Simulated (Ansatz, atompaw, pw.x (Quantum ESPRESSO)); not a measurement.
From atom to crystal: PAW (atompaw) potential for Ge

- Element: germanium
- Generator: atompaw 4.2.0.5
- Type: PAW
- Functional: PBE
- Relativity: scalar-relativistic
- Frozen core: [Ar] 3d10
- Valence charge: 4
- Reference configuration: 4s2 4p2
- Partial waves: 4s (bound): rc 2.76 bohr; 4s channel at 0.55 Ry: rc 2.12 bohr; 4p (bound): rc 2.76 bohr; 4p channel at 0.15 Ry: rc 2.76 bohr; 4d channel at 0.2 Ry: rc 2.76 bohr; 4d channel at 2.5 Ry: rc 2.76 bohr
- Local potential: ultrasoft scheme with l = 3 at 0.5 Ry, radius 2.04 bohr
- Core correction: smooth core density matched at 1.60 bohr
- Augmentation charge: sinc compensation charge, radius 1.98 bohr; PAW radius 2.76 bohr; waves and projectors: custom rrkj gramschmidtortho

Atomic tests: cutoffs needed: 6 Ry and 10 Ry (the cutoffs (Ry, on a coarse ladder) from which the occupation-weighted sum of valence levels, in a spherical-Bessel basis at the reference potential, stays within 10 and 1 mRy of its value at 400 Ry); ghost test: no extra level below or beside the all-electron valence levels (s, p, d, f tested) (spherical-Bessel basis up to 400 Ry, 20 bohr box); lowest eigenvalue of the overlap operator: 0.53 (s channel).

Crystal test: diamond Ge in pw.x 7.5, no spin, 8³ k-points, Fermi–Dirac smearing 0.01 Ry, cutoffs 40/400 Ry. The reference is all-electron LAPW (Ansatz 0.2.0) with the same functional, mesh and smearing; V0 and B0 come from Birch–Murnaghan fits to the pressures at five volumes. Errors are pseudo minus all-electron; Δ is the rms difference of the E(V) curves that follow from these fits, minima aligned, over ±6 % about the mean V0. Mesh and smearing are coarse, so the numbers serve the comparison and aren't converged zero-temperature values; the lattice is a test structure that the element need not adopt.

All-electron: a0 = 5.765 Å (V0 = 23.95 Å³/atom), B0 = 57.6 GPa.

Task: How far does the potential miss the all-electron equation of state?

Result: mean pressure error (GPa): +0.26; a0 (Å): 5.773; a0 error (%): +0.14; B0 error (%): +2.1; Δ (meV/atom): 1.4. The largest radius (2.76 bohr) exceeds half the bond length (2.36 bohr), so the spheres overlap, which is one possible source of error among others.

```tsv
V (Å³/atom)	P all-electron (GPa)	P pseudo (GPa)
22.753	3.34	3.73
23.352	1.55	1.87
23.951	0.00	0.26
24.550	-1.34	-1.14
25.149	-2.50	-2.35
```

Task: At the middle volume, how do free energy and pressure move when the wave cutoff is lowered (ecutrho held at 400 Ry)?

Result:

| cutoff (Ry) | shift of F (meV/atom) | shift of P (GPa) |
| --- | --- | --- |
| 18 | +0.7 | -0.01 |
| 24 | +0.4 | +0.00 |
| 32 | +0.1 | +0.00 |

The run at the middle volume (29 k-points, 7 iterations) took about 17 s on one core of a shared host (AMD EPYC 7R43 64-Core Processor, 256 threads, 1004 GiB, load 156).
